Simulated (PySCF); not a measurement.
# silyl cyanide (CH₃NSi): electronic excitations and core binding energies

What electronic excitations and core binding energies should silyl cyanide (CH₃NSi) (`N#C[SiH3]`) show?

Programs: PySCF 2.14.0, with density-fitted response routines of our own. Each step states its level of theory. These are calculated values for one molecule in the gas phase, unless marked as measured. Atoms are numbered from 0 throughout.

### Step 1. The starting structure

6 atoms, charge 0, multiplicity 1; geometry from: GFN2-xTB.

Bonds of the start (Å): N0–C1 1.15, C1–Si2 1.87, Si2–H3 1.46, Si2–H4 1.46, Si2–H5 1.46.

### Step 2. TDDFT and polarisability: CAM-B3LYP/def2-SVPD

Job settings and geometry (Å):

```
{"job": {"kind": "uv", "xc": "CAM-B3LYP", "basis": "def2-SVPD", "nstates": 8, "ntriplets": 3}, "charge": 0, "multiplicity": 1}
N      2.403680    -0.024312     0.038525
C      1.258426    -0.013196     0.018776
Si    -0.607826     0.006421    -0.014097
H     -1.010110    -0.987997    -1.006707
H     -0.996394     1.362997    -0.394483
H     -1.044653    -0.341923     1.336412
```

Method: TDDFT CAM-B3LYP/def2-SVPD, vertical, gas phase, core orbitals frozen in the response.

What it wrote:

```text
coarse grid: 5632 points
cycle   1  E = -383.8367566176  dE =  6.803e-02  |g| = 3.815e-01  |ddm| = 2.713e+00
cycle   2  E = -383.7729728410  dE =  6.378e-02  |g| = 6.916e-01  |ddm| = 1.063e+00
cycle   3  E = -383.8791936511  dE = -1.062e-01  |g| = 3.376e-02  |ddm| = 6.316e-01
cycle   4  E = -383.8795624102  dE = -3.688e-04  |g| = 1.635e-02  |ddm| = 1.071e-01
cycle   5  E = -383.8796308314  dE = -6.842e-05  |g| = 2.075e-03  |ddm| = 2.626e-02
cycle   6  E = -383.8796323418  dE = -1.510e-06  |g| = 4.193e-04  |ddm| = 5.149e-03
final grid: 50248 points
cycle   7  E = -383.9313632438  dE = -5.003e-06  |g| = 7.368e-04  |ddm| = 2.145e-02
cycle   8  E = -383.9313633716  dE = -1.278e-07  |g| = 4.452e-04  |ddm| = 3.238e-03
cycle   9  E = -383.9313634226  dE = -5.106e-08  |g| = 1.201e-04  |ddm| = 5.974e-04
cycle  10  E = -383.9313634237  dE = -1.050e-09  |g| = 1.162e-04  |ddm| = 1.663e-04
cycle  11  E = -383.9313634264  dE = -2.728e-09  |g| = 6.963e-06  |ddm| = 1.456e-04
cycle  12  E = -383.9313634264  dE = -1.967e-11  |g| = 1.721e-06  |ddm| = 1.747e-05
converged SCF energy = -383.9313634264

Static polarisability (au): isotropic 41.699, principal 36.099 36.105 52.893

Singlet excitations
state   eV       nm        f      main configurations
  1   7.2162    171.8   0.00000   H-1->L 0.42, H->L+1 0.41
  2   7.5388    164.5   0.00248   H->L+1 0.27, H-1->L 0.27, H->L 0.15
  3   7.5388    164.5   0.00249   H->L 0.27, H-1->L+1 0.27, H->L+1 0.15
  4   8.4363    147.0   0.00601   H-2->L 0.89
  5   8.4372    146.9   0.00601   H-2->L+1 0.89
  6   8.9477    138.6   0.00189   H->L+3 0.58, H->L+2 0.27
  7   8.9495    138.5   0.00190   H-1->L+3 0.58, H-1->L+2 0.27
  8   9.2815    133.6   0.01326   H->L+2 0.67, H->L+3 0.19

Triplet excitations (Tamm-Dancoff, eV): 5.9916 6.5170 6.5170
```

Run time: 3.7 s. Hardware: 1 thread, shared host.

Frontier orbitals and where they lie:

| orbital | eV | atoms |
| --- | --- | --- |
| HOMO−3 | -12.72 | Si2 35 %, H4 23 %, C1 15 % |
| HOMO−2 | -11.91 | N0 73 %, C1 19 %, Si2 6 % |
| HOMO−1 | -11.30 | N0 40 %, C1 34 %, Si2 12 % |
| HOMO | -11.30 | N0 40 %, C1 34 %, Si2 12 % |
| LUMO | 0.68 | Si2 31 %, C1 26 %, N0 25 % |
| LUMO+1 | 0.68 | Si2 31 %, C1 26 %, N0 25 % |
| LUMO+2 | 0.79 | Si2 58 %, C1 13 %, H5 9 % |

With each of the 8 states as a Gaussian band of 0.4 eV half-width at 1/e, the curve within the window shown has maxima at 164 nm (ε 200), 146 nm (ε 530), 134 nm (ε 630) L/(mol cm). Beyond the last state computed it falls off for lack of states. The curve at chosen wavelengths:

| nm | ε (L/mol/cm) |
| --- | --- |
| 129 | 319 |
| 131 | 499 |
| 134 | 632 |
| 136 | 596 |
| 138 | 522 |
| 140 | 476 |
| 143 | 500 |
| 145 | 529 |
| 147 | 516 |
| 150 | 402 |
| 152 | 300 |
| 154 | 218 |
| 156 | 175 |
| 159 | 173 |
| 161 | 191 |
| 163 | 204 |
| 165 | 201 |
| 168 | 166 |
| 170 | 131 |
| 172 | 95 |
| 175 | 51 |
| 177 | 30 |
| 179 | 17 |
| 181 | 9 |
| 184 | 3 |
| 186 | 1 |

Ground-state properties from the same run:

| property | computed |
| --- | --- |
| dipole moment (D) | 3.79 |
| polarisability (Å³) | 6.18 |
| HOMO–LUMO gap (eV) | 11.98 |
| −ε(HOMO) (eV) | 11.30 |

### Step 3. Core-electron binding energies: SCAN, X2C

Same as in step 2 but for these lines:

```diff
@@ -1,2 +1,2 @@
-{"job": {"kind": "uv", "xc": "CAM-B3LYP", "basis": "def2-SVPD", "nstates": 8, "ntriplets": 3}, "charge": 0, "multiplicity": 1}
+{"job": {"kind": "xps"}, "charge": 0, "multiplicity": 1}
 N      2.403680    -0.024312     0.038525
```

Method: delta-SCF UKS SCAN, pcX-2 on the ionised atom, pcseg-1 elsewhere, spin-free X2C.

What it wrote:

```text
ground state, core basis on atom 0 (N), 92 functions
  cycle   1  E = -384.64883082  |g| = 3.45e-01
  cycle   2  E = -384.50217867  |g| = 8.51e-01
  cycle   3  E = -384.67398003  |g| = 1.54e-01
  cycle   4  E = -384.67955709  |g| = 2.31e-02
  cycle   5  E = -384.67969956  |g| = 2.94e-03
  cycle   6  E = -384.67970262  |g| = 1.17e-03
  cycle   7  E = -384.67970276  |g| = 1.86e-04
  E(ground) = -384.71079339 Eh
hole in N 1s of atom 0
  cycle   1  E = -369.08332658  |g| = 1.84e+00
  cycle   2  E = -367.05477241  |g| = 2.51e+00
  cycle   3  E = -369.61109148  |g| = 5.04e-01
  cycle   4  E = -369.72057201  |g| = 2.68e-01
  cycle   5  E = -369.76367376  |g| = 1.92e-01
  cycle   6  E = -369.77911744  |g| = 3.22e-02
  cycle   7  E = -369.77975900  |g| = 9.07e-03
  cycle   8  E = -369.77990720  |g| = 5.69e-03
  cycle   9  E = -369.77996412  |g| = 3.21e-03
  cycle  10  E = -369.77997421  |g| = 4.35e-04
  E(ion) = -369.81093933 Eh   <S^2> = 0.8186   hole on atom = 1.000   binding energy = 405.446 eV
ground state, core basis on atom 1 (C), 92 functions
  cycle   1  E = -384.66944496  |g| = 5.81e-02
  cycle   2  E = -384.66900405  |g| = 4.79e-02
  cycle   3  E = -384.66853261  |g| = 6.55e-02
  cycle   4  E = -384.66951898  |g| = 2.96e-03
  cycle   5  E = -384.66952242  |g| = 3.43e-04
  E(ground) = -384.70421838 Eh
hole in C 1s of atom 1
  cycle   1  E = -373.39945353  |g| = 1.50e+00
  cycle   2  E = -372.35264130  |g| = 1.98e+00
  cycle   3  E = -373.61961260  |g| = 8.82e-01
  cycle   4  E = -373.85840077  |g| = 3.95e-01
  cycle   5  E = -373.93287963  |g| = 1.05e-01
  cycle   6  E = -373.94074293  |g| = 1.58e-02
  cycle   7  E = -373.94107112  |g| = 6.81e-03
  cycle   8  E = -373.94116597  |g| = 4.23e-03
  cycle   9  E = -373.94123242  |g| = 2.20e-03
  cycle  10  E = -373.94125156  |g| = 5.39e-04
  cycle  11  E = -373.94125345  |g| = 1.28e-04
  E(ion) = -373.97417116 Eh   <S^2> = 0.8168   hole on atom = 1.000   binding energy = 291.979 eV
ground state, core basis on atom 2 (Si), 103 functions
  cycle   1  E = -384.75832224  |g| = 2.88e-01
  cycle   2  E = -384.75715241  |g| = 8.47e-02
  cycle   3  E = -384.74834139  |g| = 2.10e-01
  cycle   4  E = -384.75858871  |g| = 1.64e-02
  cycle   5  E = -384.75863068  |g| = 1.27e-03
  cycle   6  E = -384.75863113  |g| = 2.28e-04
  E(ground) = -384.75005647 Eh
hole in Si 1s of atom 2
  cycle   1  E = -315.79031499  |g| = 4.35e+00
  cycle   2  E = -315.53246937  |g| = 2.30e+00
  cycle   3  E = -315.47482950  |g| = 1.60e+00
  cycle   4  E = -316.61173341  |g| = 7.02e-01
  cycle   5  E = -316.80553483  |g| = 2.36e-01
  cycle   6  E = -316.83424279  |g| = 4.52e-02
  cycle   7  E = -316.83529177  |g| = 1.39e-02
  cycle   8  E = -316.83540600  |g| = 2.03e-03
  cycle   9  E = -316.83540964  |g| = 4.12e-04
  E(ion) = -316.83483505 Eh   <S^2> = 0.7523   hole on atom = 1.000   binding energy = 1848.067 eV
hole in Si 2p of atom 2
  cycle   1  E = -380.44700634  |g| = 1.22e+00
  cycle   2  E = -380.09300229  |g| = 1.28e+00
  cycle   3  E = -380.32281086  |g| = 9.49e-01
  cycle   4  E = -380.74326867  |g| = 1.77e-01
  cycle   5  E = -380.75382342  |g| = 8.09e-02
  cycle   6  E = -380.75768497  |g| = 1.76e-02
  cycle   7  E = -380.75784325  |g| = 3.82e-03
  cycle   8  E = -380.75785113  |g| = 5.40e-04
  cycle   9  E = -380.75785166  |g| = 2.57e-04
  E(ion) = -380.76122864 Eh   <S^2> = 0.7518   hole on atom = 1.002   binding energy = 108.542 eV
  2p3/2 = 108.302 eV   2p1/2 = 108.926 eV
```

It took 6.9 s on 1 thread, shared host.

The holes in one table. −ε is the ground-state orbital energy:

```csv
hole,stands for,environment,ΔSCF (eV; 2p as the shell's mean),−ε (eV),⟨S²⟩
N1s on N0,N0,nitrile nitrogen,405.45,386.2,0.819
C1s on C1,C1,nitrile carbon,291.98,274.3,0.817
Si1s on Si2,Si2,"silicon bonded to C, 3 H",1848.07,1794.5,0.752
Si2p on Si2,Si2,"silicon bonded to C, 3 H",108.51,97.4,0.752
```

With the spin-orbit splitting: Si2 2p3/2 108.30, 2p1/2 108.93 eV. The table gives each 2p level as the mean over the whole 2p shell (two parts 2p3/2, one part 2p1/2), which differs a little from the single hole in the log.

### Step 4. What came out

| quantity | value |
| --- | --- |
| lowest singlet (CAM-B3LYP/def2-SVPD) | 7.22 eV (172 nm), f = 0.000 |
| brightest single state of those computed | state 8, 9.28 eV, f = 0.013 |
| lowest triplet | 5.99 eV |
| N1s binding energies, SCAN/pcX-2 | N0 405.45 eV |
| C1s binding energies, SCAN/pcX-2 | C1 291.98 eV |
| Si1s binding energies, SCAN/pcX-2 | Si2 1848.07 eV |
| Si2p binding energies, SCAN/pcX-2 | Si2 108.51 eV |

**Reading.** The first singlet state (HOMO−1→LUMO 0.42, HOMO→LUMO+1 0.41) lies at 7.22 eV and is dark; of the 8 states computed, the strongest absorption comes from state 8 at 9.28 eV (the last computed, so partners may be missing). The lowest triplet lies 1.22 eV below the lowest singlet (triplets in Tamm-Dancoff, singlets in full TDDFT).
